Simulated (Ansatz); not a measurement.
# FH2OSi− (SMILES [O-][SiH2]F): single points off equilibrium

The task here is to estimate one member of a computed series from the others.

Program: Ansatz 0.2.0, Gaussian basis. Level of theory: single points in def2-TZVPPD. These are calculated values, not measurements.

Correlated methods freeze the cores.

### The system as given

SMILES `[O-][SiH2]F`, 5 atoms, charge -1, spin multiplicity 1.

Atoms are counted from 1 here; the program's logs count them from 0.

Bond lengths: O1–Si2 1.516 Å, Si2–F3 1.678 Å, Si2–H4 1.497 Å, Si2–H5 1.509 Å. Angles: O1–Si2–F3 115.1°, O1–Si2–H4 118.0°, O1–Si2–H5 118.5°, F3–Si2–H4 99.3°, F3–Si2–H5 97.9°, H4–Si2–H5 104.6°.

Coordinates:

```xyz
5

O    -1.2482    0.6381    0.8521
Si   -0.1373    0.0482    0.0053
F     1.2135   -0.4610    0.8600
H    -0.4260   -1.2055   -0.7596
H     0.5680    0.9438   -0.9834
```

Set-up of the first run:

The input, run/in.yaml:

```yaml
crystal:
  periodic: [false, false, false]
  atoms:
    - {symbol: O, position_ang: [-1.248200, 0.638100, 0.852100]}
    - {symbol: Si, position_ang: [-0.137300, 0.048200, 0.005300]}
    - {symbol: F, position_ang: [1.213500, -0.461000, 0.860000]}
    - {symbol: H, position_ang: [-0.426000, -1.205500, -0.759600]}
    - {symbol: H, position_ang: [0.568000, 0.943800, -0.983400]}
basis:
  gaussian: {orbitals: "def2-TZVPPD.json"}
total_charge: -1
correlation: {method: ccsd_t}
output: {forces: true}
```

The basis file named in the input lies beside it (Basis Set Exchange, JSON).

No record of the launch command was kept for these runs.

Among the steps run: CCSD(T)/def2-TZVPPD; PBE0-D4/def2-TZVPPD; wB97M-V/def2-TZVPPD; r2SCAN-D4/def2-TZVPPD; PBE-D4/def2-TZVPPD; LC-wPBE/def2-TZVPPD; revPBE-D4/def2-TZVPPD.

One of the session's tables, all rows but one given; the rest of the session is left out.

| method | RMS force component (eV/Å) | angle to CCSD(T) forces (°) |
| --- | --- | --- |
| CCSD(T) | 0.867 | reference |
| PBE0-D4 | 0.716 | 7.2 |
| wB97M-V | 0.732 | 1.3 |
| r2SCAN-D4 | ? | ? |
| PBE-D4 | 0.923 | 14.0 |
| LC-wPBE | 0.660 | 4.9 |
| revPBE-D4 | 0.969 | 16.9 |

Q: Estimate the row for r2SCAN-D4 from the others.

As computed: RMS force component (eV/Å): 0.765; angle to CCSD(T) forces (°): 4.9. In the column «RMS force component (eV/Å)» it lies between wB97M-V (0.732) and CCSD(T) (0.867).
